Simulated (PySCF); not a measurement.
**SiS from Hartree–Fock to correlated methods**

State: ¹Σ⁺ (singlet), closed shell. Set-up: Si 3-21G, S 3-21G; no relativity (PySCF 2.14). De refers to Si + S in their high-spin ground configurations, without counterpoise correction. A positive dipole means Si(−)S(+).

```tsv
Level	Re (Å)	ωe (cm⁻¹)	De (eV)	μ (D)	CPU s a point (SCF and correlation, without the integrals)
RHF	1.995	721	2.32	-3.26	0.021
RHF-MP2	2.054	623	4.44	n/a	0.03
RHF-SCS-MP2	2.050	630	4.33	n/a	n/a
RHF-CCSD	2.040	647	4.24	n/a	n/a
RHF-CCSD(T)	2.057	613	4.45	n/a	0.15
PBE	2.040	641	5.58	-2.02	0.53
r²SCAN	2.027	662	5.35	-2.16	0.54
B3LYP	2.025	661	5.10	-2.28	0.56
PBE0	2.016	678	5.06	-2.34	0.57
M06	2.023	672	5.44	-2.38	0.52
BHandHLYP	2.002	698	4.47	-2.65	0.32
LC-ωPBE	1.981	734	4.40	-2.65	0.47
```

Measured (Huber and Herzberg, Constants of Diatomic Molecules (1979)): Re = 1.929321 Å, ωe = 749.64 cm⁻¹.

The bond length runs from 1.981 Å (LC-ωPBE) to 2.057 Å (RHF-CCSD(T)). De spans 2.32 eV (RHF, mean field) to 5.58 eV (PBE, GGA). Correlation at CCSD(T) changes the Hartree–Fock bond energy by +2.13 eV; the triples alone change it by +0.21 eV.

Correlated steps freeze 10 core orbitals. Where the molecule has an RHF reference, its open-shell atoms are computed with UHF. The CCSD T1 diagnostic is raised, a sign that a single reference may not be enough here. 3-21G is very small, so such numbers show the basis as much as the molecule.

The whole job (state search and all levels along the bond) took about 1 min on 1 thread of Arm Neoverse N1 (shared host), peak memory 0.35 GiB.
